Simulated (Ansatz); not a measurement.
Geometry optimisation, Ansatz 0.2.0, UKS PBE-D4/def2-SVP.

Input file:

```yaml
crystal:
  periodic: [false, false, false]
  atoms:
    - { symbol: H, position_ang: [0.650593, -0.200445, -1.306933] }
    - { symbol: H, position_ang: [1.015507, -0.230314, -1.912157] }
    - { symbol: Si, position_ang: [-0.575529, 0.146717, 1.100487] }
    - { symbol: H, position_ang: [-1.413201, -0.774067, 0.255231] }
    - { symbol: H, position_ang: [-0.452081, 1.508219, 0.473256] }
    - { symbol: H, position_ang: [0.774611, -0.45011, 1.390115] }
magnetization:
  spin_polarized: true
  initial_magnetization: 1
basis:
  gaussian: { orbitals: def2-SVP }
hamiltonian:
  xc: pbe
  dispersion: d4
relax:
  f_tol: 0.03
  max_steps: 50
```

Run as:

```bash
$ ansatz run input.yaml --threads 1 --pin off --max-ram 2048MiB --backend cpu --events-out ev --progress --plain --runs-dir out
```

**Question.** Where does it end, and by what steps?

**Answer.** The run converged. After 3 steps the energy has fallen by 0.095 eV; H2 moved furthest, 0.32 Å.

```csv
step,energy less start (eV),largest force component (eV/Å),accepted
0,0.0000,2.229,yes
1,-0.0909,0.198,yes
2,-0.0943,0.058,yes
3,-0.0946,0.004,yes
```

```xyz
6
Properties=species:S:1:pos:R:3
H 0.762 -0.236 -1.535
H 1.166 -0.263 -2.189
Si -0.642 0.164 1.230
H -1.478 -0.756 0.382
H -0.518 1.525 0.599
H 0.710 -0.433 1.513
```

Run time: 4.3 s on 1 CPU thread of a shared host.
